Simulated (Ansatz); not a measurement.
# PO (quartet): RPA-PBE over vertical spin and charge gaps, cc-pVDZ

Aim: run PO (quartet) with these functionals over vertical spin and charge gaps, and hold them against the top wave-function level at the same points.

Computed with Ansatz 0.2.0, Gaussian basis. Level: cc-pVDZ, all electrons in the functionals, frozen cores in the correlation of double hybrids and RPA.

To be run: RPA-PBE, at charge 0, quartet; charge 0, doublet; charge 0, sextet; charge 1, triplet; charge 1, quintet.

7 further runs of the same task are left out: 2 that didn't finish, 5 set aside as unsound or not needed.

## Step 1: The geometry

The geometry is a PBE0/def2-TZVP stationary point (not a proven minimum).

2 atoms, charge 0, spin multiplicity 4.

Atoms are counted from 1 here; the program's logs count them from 0.

Bond lengths: O1–P2 1.719 Å.

Coordinates:

```xyz
2
OP
O     0.0000    0.0000    0.0000
P     0.0000    0.0000    1.7189
```

No dispersion term is added.

The geometry shown and the zero of energy belong to the point charge 0, quartet. The yardstick, UCCSDTQ, and other wave-function levels (R restricted, U unrestricted, valence and pair active spaces) come from earlier runs.

## Step 2: RPA-PBE, charge 0, quartet

File in.yaml:

```yaml
crystal:
  periodic: [false, false, false]
  atoms:
    - {symbol: O, position_ang: [0.000000, 0.000000, 0.000000]}
    - {symbol: P, position_ang: [0.000000, 0.000000, 1.718900]}
basis:
  gaussian: {orbitals: cc-pVDZ}
magnetization: {spin_polarized: true, initial_magnetization: 3}
hamiltonian: {xc: {name: PBE}}
correlation: {method: rpa, electrons: outside_noble_gas}
```

On the command line:

```bash
$ ansatz run in.yaml --threads 1 --pin off --events-out ev --progress --plain --max-ram 4096MiB --backend cpu
```

What it wrote:

```text
Functional definition: PBE
  name "PBE"
  cite "Perdew, Burke & Ernzerhof, Phys. Rev. Lett. 77, 3865 (1996) doi:10.1103/PhysRevLett.77.3865"
  parent pbe
  parameter kappa = 0.804
  parameter beta = 0.06672455060314922
  exchange = pbe_x(kappa = kappa, mu = beta*pi^2/3)
  correlation = pbe_c(beta = beta)
321 factors; integrals over basis functions are off by at most 8.9e-4 eV
mean field evaluation 1: about -11324.0123 eV, gradient 1.6e1 eV
mean field evaluation 2: about -11324.0130 eV, gradient 1.6e1 eV
mean field evaluation 4: about -11324.8611 eV, gradient 4.5e0 eV
mean field evaluation 8: about -11324.9883 eV, gradient 3.5e-2 eV
mean field evaluation 16: about -11324.9883 eV, gradient 2.9e-6 eV
mean field evaluation 32: about -11324.9883 eV, gradient 2.7e-6 eV
mean field -11324.98830424 eV, -416.1856438280 hartree, gradient 2.9e-6 eV, S^2 3.756184; 8 other end points of the search recorded, 0 dependent functions left out
6 core orbitals not correlated: weight in the atoms' cores, before any rotation towards them, 1.000 or more for the frozen orbitals, at most 0.000 for the correlated occupied ones
reference -11306.28913212 eV, -415.4984619275 hartree; 7, 4 occupied and 19, 22 virtual orbitals, 321 factors
Total energy: -11316.63105894 eV, -415.8785207279 hartree
```

It took 1.6 s on 1 thread of AMD EPYC 7R13, shared host.

From the report: ⟨S²⟩ of the determinant 3.756 (pure quartet: 3.75).

## Step 3: RPA-PBE, charge 0, doublet

Edit in.yaml of step 2 so:

```diff
@@ -7,3 +7,3 @@
   gaussian: {orbitals: cc-pVDZ}
-magnetization: {spin_polarized: true, initial_magnetization: 3}
+magnetization: {spin_polarized: true, initial_magnetization: 1}
 hamiltonian: {xc: {name: PBE}}
```

Same command.

What it wrote (excerpt; [...] marks lines left out):

```text
Functional definition: PBE
  name "PBE"
  cite "Perdew, Burke & Ernzerhof, Phys. Rev. Lett. 77, 3865 (1996) doi:10.1103/PhysRevLett.77.3865"
  parent pbe
[...]
321 factors; integrals over basis functions are off by at most 8.9e-4 eV
[...]
mean field -11327.54999905 eV, -416.2797843761 hartree, gradient 7.3e-6 eV, S^2 0.752268; 3 other end points of the search recorded, 0 dependent functions left out
6 core orbitals not correlated: weight in the atoms' cores, before any rotation towards them, 1.000 or more for the frozen orbitals, at most 0.000 for the correlated occupied ones
reference -11305.86807384 eV, -415.4829883210 hartree; 6, 5 occupied and 20, 21 virtual orbitals, 321 factors
Total energy: -11319.11796063 eV, -415.9699126794 hartree
```

It took 0.94 s on 1 thread of AMD EPYC 7R13, shared host.

From the report: ⟨S²⟩ of the determinant 0.752 (pure doublet: 0.75).

From charge 0, quartet: -2.487 eV.

## Step 4: RPA-PBE, charge 0, sextet

Edit in.yaml of step 3 so:

```diff
@@ -7,3 +7,3 @@
   gaussian: {orbitals: cc-pVDZ}
-magnetization: {spin_polarized: true, initial_magnetization: 1}
+magnetization: {spin_polarized: true, initial_magnetization: 5}
 hamiltonian: {xc: {name: PBE}}
```

Launched as before.

What it wrote (excerpt; [...] marks lines left out):

```text
Functional definition: PBE
  name "PBE"
  cite "Perdew, Burke & Ernzerhof, Phys. Rev. Lett. 77, 3865 (1996) doi:10.1103/PhysRevLett.77.3865"
  parent pbe
[...]
321 factors; integrals over basis functions are off by at most 8.9e-4 eV
[...]
mean field -11318.38754682 eV, -415.9430704672 hartree, gradient 9.3e-7 eV, S^2 8.752624; 9 other end points of the search recorded, 0 dependent functions left out
6 core orbitals not correlated: weight in the atoms' cores, before any rotation towards them, 1.000 or more for the frozen orbitals, at most 0.000 for the correlated occupied ones
reference -11300.56220306 eV, -415.2880011663 hartree; 8, 3 occupied and 18, 23 virtual orbitals, 321 factors
Total energy: -11309.98705521 eV, -415.6343580942 hartree
```

It took 2.3 s on 1 thread of AMD EPYC 7R13, shared host.

From the report: ⟨S²⟩ of the determinant 8.753 (pure sextet: 8.75).

From charge 0, quartet: +6.644 eV.

## Step 5: RPA-PBE, charge 1, triplet

Edit in.yaml of step 4 so:

```diff
@@ -7,3 +7,4 @@
   gaussian: {orbitals: cc-pVDZ}
-magnetization: {spin_polarized: true, initial_magnetization: 5}
+total_charge: 1
+magnetization: {spin_polarized: true, initial_magnetization: 2}
 hamiltonian: {xc: {name: PBE}}
```

Launched as before.

What it wrote (excerpt; [...] marks lines left out):

```text
Functional definition: PBE
  name "PBE"
  cite "Perdew, Burke & Ernzerhof, Phys. Rev. Lett. 77, 3865 (1996) doi:10.1103/PhysRevLett.77.3865"
  parent pbe
[...]
321 factors; integrals over basis functions are off by at most 8.9e-4 eV
[...]
mean field -11315.81621983 eV, -415.8485759431 hartree, gradient 5.8e-6 eV, S^2 2.007342; 8 other end points of the search recorded, 0 dependent functions left out
6 core orbitals not correlated: weight in the atoms' cores, before any rotation towards them, 1.000 or more for the frozen orbitals, at most 0.000 for the correlated occupied ones
reference -11296.82562991 eV, -415.1506846358 hartree; 6, 4 occupied and 20, 22 virtual orbitals, 321 factors
Total energy: -11307.66642164 eV, -415.5490763836 hartree
```

Wall time 2.9 s (1 thread of AMD EPYC 7R13, shared host).

From the report: ⟨S²⟩ of the determinant 2.007 (pure triplet: 2.00).

From charge 0, quartet: +8.965 eV.

## Step 6: RPA-PBE, charge 1, quintet

Edit in.yaml of step 5 so:

```diff
@@ -8,3 +8,3 @@
 total_charge: 1
-magnetization: {spin_polarized: true, initial_magnetization: 2}
+magnetization: {spin_polarized: true, initial_magnetization: 4}
 hamiltonian: {xc: {name: PBE}}
```

Same command.

What it wrote (excerpt; [...] marks lines left out):

```text
Functional definition: PBE
  name "PBE"
  cite "Perdew, Burke & Ernzerhof, Phys. Rev. Lett. 77, 3865 (1996) doi:10.1103/PhysRevLett.77.3865"
  parent pbe
[...]
321 factors; integrals over basis functions are off by at most 8.9e-4 eV
[...]
mean field -11312.24096395 eV, -415.7171877128 hartree, gradient 2.4e-6 eV, S^2 6.003522; 10 other end points of the search recorded, 0 dependent functions left out
6 core orbitals not correlated: weight in the atoms' cores, before any rotation towards them, 1.000 or more for the frozen orbitals, at most 0.000 for the correlated occupied ones
reference -11294.60535229 eV, -415.0690909383 hartree; 7, 3 occupied and 19, 23 virtual orbitals, 321 factors
Total energy: -11304.20872566 eV, -415.4220084001 hartree
```

Wall time 2.8 s (1 thread of AMD EPYC 7R13, shared host).

From the report: ⟨S²⟩ of the determinant 6.004 (pure quintet: 6.00).

From charge 0, quartet: +12.422 eV.

## Step 7: Against the wave-function levels

The yardstick is UCCSDTQ, where the cluster series has nearly closed. It comes from earlier runs at the same points. Energies in eV, counted from charge 0, quartet; blanks weren't run or aren't comparable.

```tsv
level	quartet to doublet	quartet to sextet	ionisation to the triplet cation	ionisation to the quintet cation
UCCSDTQ	-2.369	6.481		12.316
RPA-PBE	-2.487	6.644	8.965	12.422
```

Largest miss and mean time a point (UCCSDTQ took 81 s a point; shared hosts):

```tsv
level	largest miss (eV)	where	time a point
RPA-PBE	+0.163	quartet to sextet	2.1 s
```

## Step 8: Results

| quantity | value |
| --- | --- |
| quartet to doublet, UCCSDTQ | -2.369 eV |
| quartet to sextet, UCCSDTQ | 6.481 eV |
| ionisation to the quintet cation, UCCSDTQ | 12.316 eV |
| largest miss, RPA-PBE | +0.163 eV (quartet to sextet) |

Misses are known at 3 of 4 points at best, and only functionals with that many are ranked. RPA-PBE strays by up to 0.163 eV, at quartet to sextet. Functionals and the yardstick converge differently with the basis, so part of each miss in cc-pVDZ is the basis. The program flags that the yardstick's amplitudes may have other solutions at some points.
